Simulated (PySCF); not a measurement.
B2H, quartet along the scale of all distances

Starting geometry (PBE0/def2-TZVP stationary point for this spin, not checked as a minimum):

```xyz
3

B     0.0000    0.0000    0.1141
B     0.0000    0.0000   -1.4064
H     0.0000    0.0000    1.2923
```

From there all distances are scaled together; atoms are numbered as listed. Energies are in eV, counted from the starting geometry at the same level.

Basis 6-31G; PySCF 2.14.0. Correlated methods freeze the noble-gas cores. Prefix R: restricted or restricted open-shell reference.

The determinant at some points fills πx and πy unequally, so it is a mixture of Σ and Δ, which weighs on every level built on one determinant. A value is left out where its run failed or describes another state than the reference as far as symmetry and spin tell, or, spin-broken singlets apart, can't be checked. The reference follows the lowest state, whose symmetry changes from Σ⁻ or Δ to Π between 1.747 and 2.038, from Π to Σ⁺ or Δ between 2.038 and 2.418.

Full CI is exact within this basis and frozen core; it isn't the basis-set limit.

```
scale of all distances  full CI  unpaired electrons (full CI)  error RHF  error RMP2  error RCCSD  error RCCSD(T)
                 0.873    1.563                          3.01     -0.296      -0.094       -0.022          -0.008
                 1.000    0.000                          3.02      0.000       0.000        0.000           0.000
                 1.139    0.566                          3.04      0.420       0.141        0.044           0.015
                 1.310    2.357                          3.10      1.067       0.425        0.138           0.049
                 1.488    4.244                          3.20      2.014       0.796        0.274           0.101
                 1.747    5.948                          3.37          –           –            –               –
                 2.038    6.428                          3.21      0.105       0.533        0.014           0.031
                 2.418    6.627                          3.50     -0.057       0.432       -0.042          -0.009
```

Unpaired electrons are Σ n²(2−n)² over natural occupations. Errors are those of relative energies. In total energy the starting point itself misses full CI by: RHF 2.398, RMP2 0.636, RCCSD 0.077, RCCSD(T) 0.023 eV.

Spread of the error over the points with a reference, to 2.418 (largest less smallest): RCCSD(T) 0.110 (7 of 8 points), RCCSD 0.316 (7 of 8 points), RMP2 0.890 (7 of 8 points), RHF 2.310 (7 of 8 points) eV.

Going outwards, the relative energy of RHF first misses by more than 0.043 eV (1 kcal/mol) at 1.139.

Going outwards, the relative energy of RMP2 first misses by more than 0.043 eV (1 kcal/mol) at 1.139.

Going outwards, the relative energy of RCCSD first misses by more than 0.043 eV (1 kcal/mol) at 1.139.
